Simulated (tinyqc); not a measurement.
Inside a calculation. Method: Hueckel theory of the pi electrons, for the molecule N=CC=O (SMILES; centres numbered as the heavy atoms are written). One step of it, computed by the program tinyqc.

Question. Energy, charges, bond orders. E = sum n x; q_r = z_r - P_rr; bond order p = P_rs; free valence = sqrt(3) - sum of p over the bonds of the atom.

x values: 1.916714  1.192849  -0.149813  -1.459751

occupations: 2.000000  2.000000  0.000000  0.000000

charge and bond-order matrix P:
```
,1N,2C,3C,4O
1N,1.073717,0.897099,0.213390,-0.379796
2C,0.897099,0.838558,0.410608,0.023492
3C,0.213390,0.410608,0.648660,0.813896
4O,-0.379796,0.023492,0.813896,1.439064
```

Centres:
```
centre,"z_r, pi electrons of the neutral centre",h
1N,1,0.500000
2C,1,0.000000
3C,1,0.000000
4O,1,1.000000
```

Bonds:
```
i,j,k
1,2,1.000000
2,3,1
3,4,1
```

Give: pi energy = 4 alpha + this times beta; pi charges; Bond orders and lengths from R = 1.517 - 0.180 p; free valence of the carbons; gap between the highest filled and the next level.

Answer.

pi energy = 4 alpha + this times beta = 6.2191

pi charges: 1N -0.0737, 2C 0.1614, 3C 0.3513, 4O -0.4391

Bond orders and lengths from R = 1.517 - 0.180 p (angstrom, C-C alone):
```
bond,p,R
1-2,0.8971,-
2-3,0.4106,1.4431
3-4,0.8139,-
```

free valence of the carbons: 2C 0.4243, 3C 0.5075

gap between the highest filled and the next level = 1.3427 |beta|
